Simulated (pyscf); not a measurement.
This saddle point was located with ωB97X-D3(BJ)/def2-SVP in PySCF.

```xyz
7

O      0.8560     0.7529    -1.4833
Si     0.4798    -0.3421    -0.3154
Cl     0.1287     0.7463     1.7259
Cl    -1.2284    -1.3771    -0.8047
Cl     2.0618    -1.6236    -0.1787
H      0.1749     1.3817    -1.7485
H     -0.0577     1.5277     2.9871
```
Charge 0, spin multiplicity 2.

Surface: doublet, charge 0. Lowest wavenumbers (cm⁻¹): 706i, 75, 94, 148, 184.

Q: Name the species on either side of this saddle.

A: HO–Si(Cl)(Cl)–Cl + H• ⇌ HO–Si•(Cl)–Cl + HCl, an atom transfer read from left to right: Cl–Si broken and Cl–H formed. At ωB97M-D3(BJ)/def2-TZVP it lies +22.6 kcal/mol from the left side and +14.1 kcal/mol from the right (each side as separated species at their lowest minima found). One saddle was located; it need not be the lowest between these sides. The angle at the transferred Cl is 176°.
